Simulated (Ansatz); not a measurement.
# How the volume per atom of hexagonal BN moves with the method

No measured value is used here.

```json
[
 {"level (code)": "LDA (Ansatz)", "value (Å³/atom)": "8.71"},
 {"level (code)": "PBE (Ansatz)", "value (Å³/atom)": "11.70"},
 {"level (code)": "r²SCAN (Ansatz)", "value (Å³/atom)": "?"},
 {"level (code)": "HSE06-D3(BJ) (Ansatz)", "value (Å³/atom)": "8.83"}
]
```

Some entries are withheld; supply them.


- r²SCAN (Ansatz, an electronic-structure program), value (Å³/atom): 9.33

LDA: LDA has no dispersion term either, though it tends to give short spacings of layers, chains or molecules. PBE: for a layered or molecular solid the relaxed cell lies over 5 % above the published volume, where the minimum can be shallow. PBE, r²SCAN: the cell comes from a level without a dispersion term, which matters for the spacing of layers, chains or molecules. Cutoffs and k meshes differ between the levels. Ansatz's density-functional and Hartree–Fock values are scalar-relativistic unless marked +SOC, with PAW data made under PBE.
